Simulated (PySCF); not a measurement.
# C3H3: the cost of one run

The runs use PySCF 2.14.0; levels as typed in each script, gas phase, geometry from GFN2-xTB.

1 further run of the same task is left out (it didn't finish).

**1. Where the work starts**

6 atoms, charge 1, spin multiplicity 1.

Bond lengths: C1–C2 1.378 Å, C1–C3 1.378 Å, C1–H4 1.073 Å, C2–C3 1.378 Å, C2–H5 1.073 Å, C3–H6 1.073 Å. Angles: C2–C1–C3 60.0°, C2–C1–H4 150.0°, C3–C1–H4 150.0°, C1–C2–C3 60.0°, C1–C2–H5 150.0°, C3–C2–H5 150.0°, C1–C3–C2 60.0°, C1–C3–H6 150.0°, C2–C3–H6 150.0°.

As a file:

```xyz
6
C3H3
C    -0.6453    0.4650    0.0000
C    -0.0801   -0.7914    0.0000
C     0.7254    0.3264    0.0000
H    -1.5161    1.0925    0.0000
H    -0.1881   -1.8592    0.0000
H     1.7042    0.7667    0.0000
```

**2. Excited states (CAM-B3LYP/cc-pvdz)**

input.py

```python
import numpy as np
from pyscf import gto, scf, dft, tdscf
from pyscf.scf import atom_ks, atom_hf
from scipy.linalg import block_diag

def solve(mol, dm0=None, hcore=None):
    mf = (dft.UKS if mol.spin else dft.RKS)(mol, xc='camb3lyp')
    mf.grids.level = 3
    mf = mf.density_fit(auxbasis='def2-universal-jkfit')
    mf.conv_tol, mf.max_cycle = 1e-8, 80
    if hcore is not None:
        mf.get_hcore = lambda *args: hcore
    mf.kernel(dm0)
    if not mf.converged:
        mf = mf.newton().run(mf.mo_coeff, mf.mo_occ, max_cycle=30)
    assert mf.converged, 'SCF not converged'
    return mf

mol = gto.M(atom='''
C     -0.64534     0.46504     0.00000
C     -0.08007    -0.79140     0.00000
C      0.72540     0.32636     0.00000
H     -1.51608     1.09252     0.00000
H     -0.18811    -1.85922     0.00000
H      1.70419     0.76670     0.00000
''', basis='cc-pvdz', charge=1, spin=0, verbose=4)
mf = solve(mol)
td = mf.TDA()
td.nstates, td.singlet, td.conv_tol = 6, True, 1e-5
td.kernel()
td.analyze()
x, y = np.array([p[0] for p in td.xy]), np.array([p[1] + 0 * p[0] for p in td.xy])
f, mu = td.oscillator_strength(), td.transition_dipole()
nto = [td.get_nto(state=i + 1, verbose=4) for i in range(len(td.e))]
# spherically averaged free atoms, for the promolecule
atm = atom_ks.get_atm_nrks(mol, xc='camb3lyp')
pro = block_diag(*[(atm[a[0]][2] * atm[a[0]][3]) @ atm[a[0]][2].T for a in mol._atom])
np.savez('result.npz', e=td.e, f=f, ok=td.converged, w=[n[0] for n in nto], nto=[n[1] for n in nto], x=x, y=y, c=mf.mo_coeff, occ=mf.mo_occ, eps=mf.mo_energy, pro=pro, mu=mu)
```

The run is started by

```sh
$ OMP_NUM_THREADS=1 python input.py
```

**Question.** How long does this run take on 1 thread of Arm Neoverse V2, shared host, and how much memory does it need?

About 25 s, with a peak of 0.35 GiB.
